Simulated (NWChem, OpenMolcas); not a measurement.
**From NWChem to OpenMolcas**

NWChem 7.3.0 runs this on BOF (fluoro(oxo)borane):

bfo.nw:
```
start bfo
title "BFO hf"
memory 2200 mb

geometry units angstroms noautosym nocenter noautoz
O      2.138439    -1.229288     1.043890
B      0.020300    -0.011600     0.009900
F     -1.003400     0.576800    -0.489800
end

basis spherical bse
O library STO-3G
B library STO-3G
F library STO-3G
end

scf
thresh 1e-08
maxiter 80
print low
end

task scf
```

```bash
$ nwchem bfo.nw > bfo.out
```

The O1–B2 distance was set to 2.653 Å, away from the relaxed value.

A bond is far stretched, where a restricted reference may be unsound.

It gives a total energy of -196.026852 Eh.

Task: Translate the job to OpenMolcas 26.06 as an input file of the program's own.

Result: This input was run:

run.inp:
```
>>> EXPORT MOLCAS_PRINT=2
&GATEWAY
BasLib
$CurrDir
Coord
3
angstrom
O        2.138439      -1.229288       1.043890
B        0.020300      -0.011600       0.009900
F       -1.003400       0.576800      -0.489800
Basis
STO-3G
Group
NoSym
&SEWARD
&SCF
Thresholds
1e-10 1e-07 1e-07 1e-05
PrOrbitals
1 2
```

```bash
$ export MOLCAS_MEM=1860
$ pymolcas run.inp > run.log
```

(Basis files named in the input come from the Basis Set Exchange and aren't shown.)

Its energy is -196.026852 Eh, 0.000 mEh from the first.
